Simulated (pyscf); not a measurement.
Optimised with ωB97X-D3(BJ)/def2-SVP in PySCF.

Estimate by transition-state theory the rate constant of F–Ge(F)(F)–F + ammonia (NH₃) -> hydrogen fluoride (HF) + H₂N–Ge(F)(F)–F (singlet surface; F–Ge, H–N broken, F–H, Ge–N formed) at 298 K, with ωB97M-D3(BJ)/def2-TZVP energies (ideal gas, 1 atm, RRHO with modes under 100 cm⁻¹ raised to 100, one conformer, R ln 2 for chiral ones without a mode under 150 cm⁻¹; no tunnelling).

The electronic barrier is 9.8 kcal/mol and the thermal terms add +8.6, so ΔG‡ = 18.4 kcal/mol. With k_BT/h = 6.21e+12 s⁻¹ and RT = 0.592 kcal/mol, and a volume of 4.06e-20 cm³ per molecule at 1 atm, k = 8.7e-21 cm³ molecule⁻¹ s⁻¹. Wigner's tunnelling factor for 737i cm⁻¹ would be 1.53, likely too low at so high a frequency. A shift of 1 kcal/mol in the barrier changes k by a factor 5.4. On the reactant side the descent ends in an adduct with a Ge–N contact, 20.9 kcal/mol under the separated species and 29.7 kcal/mol under the saddle at ωB97X-D3(BJ)/def2-TZVP. On the product side the descent ends in a complex, 5.4 kcal/mol under the separated species and 8.1 kcal/mol under the saddle at ωB97X-D3(BJ)/def2-TZVP. What is counted as formed (Ge–N) is already present as a longer contact in the reactant adduct; forming that adduct is a step of its own. This is the saddle that the search found; another between the same sides may lie lower. Elements up to Kr have no core potential and no relativistic terms here.
